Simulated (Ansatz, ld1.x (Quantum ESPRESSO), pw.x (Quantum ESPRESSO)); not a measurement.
## technetium (Tc): does the PAW potential hold in the solid?

technetium, PAW, made with ld1.x (Quantum ESPRESSO) 7.5 (PBEsol, scalar-relativistic). Core [Kr], reference 4d5.5 5s1.5 5p0. Waves: 5s (bound): rcut 2.80, rcutus 3.10 bohr; 5s channel at 2.35 Ry: rcut 2.80, rcutus 3.10 bohr; 5p (bound, empty): rcut 3.40, rcutus 3.75 bohr; 5p channel at 5 Ry: rcut 3.40, rcutus 3.75 bohr; 4d (bound): rcut 2.05, rcutus 2.35 bohr; 4d channel at 0.2 Ry: rcut 2.05, rcutus 2.35 bohr. Local part: all-electron potential smoothed inside 3.65 bohr (lloc = -2). Core correction: Bessel-smoothed model core inside 1.35 bohr. Augmentation charge: BESSEL, radius 1.50 bohr.

Atomic tests: cutoffs needed: 18 Ry and 30 Ry (the cutoffs (Ry, on a coarse ladder) from which the occupation-weighted sum of valence levels, in a spherical-Bessel basis at the reference potential, stays within 10 and 1 mRy of its value at 400 Ry); ghost test: no extra level below or beside the all-electron valence levels (s, p, d, f tested) (spherical-Bessel basis up to 400 Ry, 20 bohr box); configuration tests: 1 of 7 tests not solved or not reliable.

Crystal test: fcc Tc in pw.x 7.5, no spin, 15³ k-points, Fermi–Dirac smearing 0.01 Ry, cutoffs 40/320 Ry. The lattice is a test structure that the element need not adopt, and mesh and smearing are coarse.

pw.x input:

```
&control
  calculation='scf', prefix='x', pseudo_dir='./', outdir='./tmp', tstress=.true., disk_io='none'
/
&system
  ibrav=0, nat=1, ntyp=1, ecutwfc=40, ecutrho=320, nbnd=11,
  occupations='smearing', smearing='fd', degauss=0.01
/
&electrons
  conv_thr=1e-09, mixing_beta=0.4, electron_maxstep=70
/
ATOMIC_SPECIES
Tc 1.0 Tc.UPF
CELL_PARAMETERS angstrom
  0.00000000 1.91733898 1.91733898
  1.91733898 0.00000000 1.91733898
  1.91733898 1.91733898 0.00000000
ATOMIC_POSITIONS crystal
Tc 0.0000 0.0000 0.0000
K_POINTS automatic
15 15 15 0 0 0
```

```bash
pw.x < Tc.scf.in > Tc.scf.out
```

Question: How does the run end?

Answer: It converges; the pressure is 45.37 GPa against -0.35 GPa from all-electron LAPW. The largest radius (3.75 bohr) exceeds half the bond length (2.56 bohr), so the spheres overlap, which is one possible source of error among others. This is a poor potential for the solid. Atomic configuration tests: 1 of 7 tests not solved or not reliable. The log shows:

```
     iteration #  1     ecut=    40.00 Ry     beta= 0.40
     total energy              =    -267.93422227 Ry
     estimated scf accuracy    <       0.29825948 Ry
     iteration #  2     ecut=    40.00 Ry     beta= 0.40
     total energy              =    -267.92559974 Ry
     estimated scf accuracy    <       0.02726107 Ry
     iteration #  3     ecut=    40.00 Ry     beta= 0.40
     total energy              =    -267.92539037 Ry
     estimated scf accuracy    <       0.00012742 Ry
     iteration #  4     ecut=    40.00 Ry     beta= 0.40
     total energy              =    -267.92570869 Ry
     estimated scf accuracy    <       0.00002963 Ry
     iteration #  5     ecut=    40.00 Ry     beta= 0.40
     total energy              =    -267.92570216 Ry
     estimated scf accuracy    <       0.00006668 Ry
     iteration #  6     ecut=    40.00 Ry     beta= 0.40
     total energy              =    -267.92575562 Ry
     estimated scf accuracy    <       0.00000019 Ry
     iteration #  7     ecut=    40.00 Ry     beta= 0.40
     total energy              =    -267.92575562 Ry
     estimated scf accuracy    <       0.00000003 Ry
     iteration #  8     ecut=    40.00 Ry     beta= 0.40
     total energy              =    -267.92575566 Ry
     estimated scf accuracy    <          6.4E-09 Ry
     iteration #  9     ecut=    40.00 Ry     beta= 0.40
     the Fermi energy is    16.4973 ev
!    total energy              =    -267.92575567 Ry
     estimated scf accuracy    <          8.5E-11 Ry
     smearing contrib. (-TS)   =      -0.00433079 Ry
     The total energy is F=E-TS. E is the sum of the following terms:
     one-electron contribution =      14.54265469 Ry
     hartree contribution      =       0.97865366 Ry
     xc contribution           =     -27.80042055 Ry
     ewald contribution        =     -31.00234829 Ry
     one-center paw contrib.   =    -224.63996438 Ry
     convergence has been achieved in   9 iterations
          total   stress  (Ry/bohr**3)                   (kbar)     P=      453.68
     Message from routine punch:
     Nothing written, as per user request (disk_io='none')
```
